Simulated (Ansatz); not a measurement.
Ansatz (a program for electronic structure) input (PBE0/aug-pcseg-2):

Ansatz 0.2 input:
```yaml
crystal:
  periodic: [false, false, false]
  atoms:
    - {symbol: N, position_ang: [0.00456047, 0.00186225, 0.14178543]}
    - {symbol: H, position_ang: [-0.02755881, 0.79955398, -0.50646319]}
    - {symbol: H, position_ang: [-0.00436445, -0.81258975, -0.48603483]}
basis:
  gaussian:
    orbitals: aug-pcseg-2
hamiltonian:
  xc: {name: PBE0}
magnetization: {spin_polarized: true, initial_magnetization: 1}
```

Output:

```
Functional definition: PBE0
integrals: 0.01 GiB planned
308 factors; their error is unknown
mean field: 0.20 GiB planned
mean field evaluation 1: about -1516.9749 eV, gradient 2.5e1 eV
mean field evaluation 2: about -1515.7161 eV, gradient 2.9e1 eV
mean field evaluation 4: about -1519.4028 eV, gradient 1.6e-1 eV
mean field evaluation 8: about -1519.4050 eV, gradient 1.9e-2 eV
mean field -1519.40496249 eV, -55.8371024817 hartree, gradient 1.1e-5 eV, S^2 0.753808; 0 other end points of the search recorded, 0 dependent functions left out
reference -1519.40499855 eV, -55.8371038070 hartree; 5, 4 occupied and 87, 88 virtual orbitals, 308 factors
Total energy: -1519.40499855 eV, -55.8371038070 hartree
```
